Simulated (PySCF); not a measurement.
Species: P2.
Structure used (PBE/6-31+G*), in Å, numbered top down from 1:
```xyz
2
P2 angstrom
P      0.528   -0.537    0.589
P     -0.525    0.538   -0.603
```

Theory: PySCF 2.14.0, PBE/6-31+G* geometry optimisation, gas phase.

Take the most abundant isotopes and a rigid rotor. 

Question: What are the moment of inertia and the rotational constant?

Answer: I = 57.056 u·Å², B = 505379 MHz·u·Å²/I = 8858 MHz (0.2955 cm⁻¹, or 0.425 K as hB/k). For two atoms I = μr² with μ = 15.4869 u and r = 1.9194 Å.

Question: List the first levels of a rigid rotor in a Σ state.

Answer: E(J) = BJ(J+1): J = 1: 0.591, J = 2: 1.773, J = 3: 3.545, J = 4: 5.909, J = 5: 8.864, J = 6: 12.409 cm⁻¹.

Question: Has it a pure rotational spectrum?

Answer: Not by electric dipole: D∞h allows no dipole (computed 0.00 D). Rotational Raman lines (ΔJ = 2) lie at B(4J + 6), spaced by 4B = 1.182 cm⁻¹, with nuclear-spin weights that differ between even and odd J.

Question: Estimate the classical rotational partition function at 100 K, 200 K and 298.15 K.

Answer: Point group D∞h, symmetry number σ = 2; q = kT/(σhB), k/h = 20836.6 MHz/K: 118 at 100 K, 235 at 200 K, 351 at 298.15 K.

Stationary, but not proved a minimum. Constants of a rigid frame at the computed geometry: no zero-point averaging, no centrifugal distortion.

On Arm Neoverse N1, one thread (shared host), this took 3.4 s and 0.25 GiB of memory at its peak. These figures are those of the optimisation.
